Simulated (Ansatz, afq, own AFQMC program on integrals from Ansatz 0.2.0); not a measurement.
AFQMC on a folder of integrals that Ansatz 0.2.0 wrote.

```yaml
crystal:
  periodic: [false, false, false]
  atoms:
    - {symbol: F, position_ang: [0.000000, 0.000000, -1.516500]}
    - {symbol: B, position_ang: [0.000000, 0.000000, -0.235400]}
    - {symbol: Ge, position_ang: [0.000000, 0.000000, 1.751900]}
basis:
  gaussian: {orbitals: cc-pVDZ}
magnetization: {spin_polarized: true, initial_magnetization: 2}
correlation: {method: ccsd_t, electrons: outside_noble_gas, hamiltonian_folder: ham}
```

```sh
$ ansatz run in.yaml --threads 1 --pin off --events-out ev --progress --plain --max-ram 1843MiB
```

afq runs on the folder ham with

```
--method free --trial cisd --walkers 60 --time-step 0.03 --max-blocks 80 --target-error 0.00045 --factor-cut 1e-05 --seed 6375 --times 0,0.21,0.42,0.81,1.2,1.8,2.4,3 --taylor-order 8
```

Times are imaginary, in 1/Eh. The walk had a cap of 1812 s. Filled inner d shells are frozen with the cores.

```
orbitals 39  electrons 8 6  factors 298 of 589
reference energy -2199.45058848 Eh
CCSD correlation -0.33132757 Eh in 12 cycles, weight of the determinant in the CISD state 0.8665
repeat  energy at the last time / Eh  error
    10  -2199.796939  0.002472
    20  -2199.796549  0.001675
    30  -2199.794611  0.001458
    40  -2199.795312  0.001369
    50  -2199.795230  0.001181
    60  -2199.795243  0.001203
    70  -2199.794504  0.001145
    80  -2199.795165  0.001099
time / (1/Eh)  energy / Eh  error  mean overlap
  0.00  -2199.781075  0.000328  1.1524
  0.21  -2199.786258  0.000340  1.1599
  0.42  -2199.788806  0.000391  1.1611
  0.81  -2199.791076  0.000453  1.1586
  1.20  -2199.792456  0.000649  1.1555
  1.80  -2199.793275  0.000699  1.1389
  2.40  -2199.794139  0.000921  1.1383
  3.00  -2199.795165  0.001099  1.1050
energy -2199.795165 +/- 0.001099 Eh
```

Problem. Estimate how long the walk took on 1 thread of Arm Neoverse V1 (shared host).

Solution. 6.8 min of wall time.

The run passed its tests (error under three times the target), which doesn't prove that it has relaxed.

Against this walk (error 29.9 meV) on the same determinant: CCSD(T) 96.7 meV higher, CCSDT(Q) 39.2 meV higher (within the noise). The error is statistical, and a free projection of finite length keeps a remainder of its start. The last points still move (meV from the last: 111 ± 12 at 0.81, 74 ± 18 at 1.20, 51 ± 19 at 1.80, 28 ± 25 at 2.40, 0 ± 30 at 3.00), but the last one has reached CCSDT(Q) within the noise or passed it, so little can be left to fall.

Cautions: remainder of the start not in the error; error above the target (29.9 against 12.2 meV); no relativity below Rb; no spin-orbit coupling; inner d shell frozen.

CCSDT and higher add their correlation energy to the determinant of the CCSD(T) run, since their own runs factorise the integrals more tightly (a shift of under 2 meV). A walk keeps the symmetry of its determinant, which the program's search chose and which needn't be the lowest solution, so a lower state of the same spin and another symmetry isn't excluded.
